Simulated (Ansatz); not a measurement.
## Bi3H2: from a trial structure to a relaxed crystal

Theory: DFT PBE, scalar-relativistic, plane waves, PAW (Ansatz 0.2.0). Cutoff 420 eV, Γ-centred k mesh, Gaussian smearing, no spin polarisation in the final step.

The start puts Bi3H2 on the tetradymite structure type (R-3m, No. 166), with H in place of Bi, Bi in place of Te, at a guessed volume.

```yaml
crystal:
  lattice:
    - [1.87536, 1.08274, 8.69326]
    - [-1.87536, 1.08274, 8.69326]
    - [0.00000, -2.16548, 8.69326]
  atoms:
    - { symbol: Bi, position: [0.00000, 0.00000, 0.00000] }
    - { symbol: Bi, position: [0.20950, 0.20950, 0.20950] }
    - { symbol: Bi, position: [0.79050, 0.79050, 0.79050] }
    - { symbol: H, position: [0.40000, 0.40000, 0.40000] }
    - { symbol: H, position: [0.60000, 0.60000, 0.60000] }
```

Steps on the 6×6×6 mesh (5 atoms). 12 of 16 steps are shown, and the free energy counts from the last. Trial steps that were taken back and renewals of the plane-wave basis can be among the rows.

| step | ΔF (meV/atom) | V (Å³/atom) | P (GPa) | largest force component (eV/Å) |
| --- | --- | --- | --- | --- |
| 1 | 215.5 | 21.18 | -0.50 | 0.652 |
| 2 | 172.0 | 20.47 | -1.05 | 0.189 |
| 4 | 157.4 | 19.68 | 0.98 | 0.452 |
| 5 | 151.8 | 19.81 | 0.25 | 0.281 |
| 6 | 143.1 | 19.85 | 0.12 | 0.319 |
| 8 | 65.4 | 20.08 | 1.58 | 0.351 |
| 9 | 29.6 | 20.75 | 1.63 | 0.292 |
| 11 | 15.3 | 23.02 | -2.73 | 0.541 |
| 12 | 3.0 | 22.18 | 0.05 | 0.041 |
| 13 | 0.9 | 22.02 | -0.10 | 0.067 |
| 15 | 0.3 | 21.97 | -0.03 | 0.022 |
| 16 | 0.0 | 21.97 | -0.03 | 0.022 |

Steps on the 12×12×12 mesh (5 atoms). 5 of 7 steps are shown, and the free energy counts from the last.

```csv
step,ΔF (meV/atom),V (Å³/atom),P (GPa),largest force component (eV/Å)
1,2.4,21.97,0.32,0.086
2,0.9,22.29,0.03,0.038
3,0.6,22.41,0.15,0.113
4,0.3,22.42,-0.19,0.015
7,0.0,22.25,-0.01,0.005
```

A final relaxation ran on a 12×12×12 mesh. The relaxed crystal, R-3m (No. 166):

```cif
data_structure
_symmetry_space_group_name_H-M 'R-3m:H'
_symmetry_Int_Tables_number 166
_cell_length_a 3.9193
_cell_length_b 3.9193
_cell_length_c 25.0885
_cell_angle_alpha 90.000
_cell_angle_beta 90.000
_cell_angle_gamma 120.000
_cell_volume 333.75
loop_
_atom_site_label
_atom_site_type_symbol
_atom_site_symmetry_multiplicity
_atom_site_Wyckoff_symbol
_atom_site_fract_x
_atom_site_fract_y
_atom_site_fract_z
_atom_site_occupancy
Bi1 Bi 3 a 0.00000 0.00000 0.00000 1
Bi2 Bi 6 c 0.33333 0.66667 0.87525 1
H1 H 6 c 0.66667 0.33333 0.68759 1
```

```yaml
Volume_per_atom: 22.25 Å³
Density: 9.39 g/cm³
Energy_over_the_elements: 0.44 eV/atom
Gap_on_the_12×12×12_mesh: 0 eV (a metal)
```

Energies over the elements count from the elements' standard structures at the same level (H₂ as a molecule), with no empirical corrections.

The final run used a 12×12×12 mesh on its 5-atom cell and 0.10 eV smearing. The k mesh leaves about 4 meV/atom of noise in metals. Spin–orbit coupling is left out.

Symmetry constrained the relaxation, so the result can be a saddle point.

Cost: 3 runs of about 8.7 core-minutes in all, on Arm Neoverse N1 (shared hosts).